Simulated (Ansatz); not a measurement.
Basis-set extrapolation for HO, SMILES `[OH]` radical (PBE0-D4/def2-TZVP geometry, frozen core, the Gaussian-basis code of Ansatz). Multiplicity 2, UHF reference.

```csv
,cc-pV(T+d)Z,cc-pV(Q+d)Z
HF,-75.419128,-75.425748
MP2 correlation,-0.199749,-0.217772
CCSD(T) correlation,-0.218591,-0.235875
```

Energies in hartree. Use E(X) = E(∞) + A·exp(−5.46·√X) for Hartree–Fock and E(X) = E(∞) + B·X^(−3.05) for correlation, with X = 3 and 4.

Question: What is the CCSD(T) energy at the basis-set limit?

Answer: HF limit: -75.425748 + (-0.006620) × 0.30130 = -75.42774. Correlation limit: -0.235875 + (-0.017284) × 0.71189 = -0.24818. Total: -75.67592 hartree, 24.0 kcal/mol below CCSD(T)/cc-pV(T+d)Z.
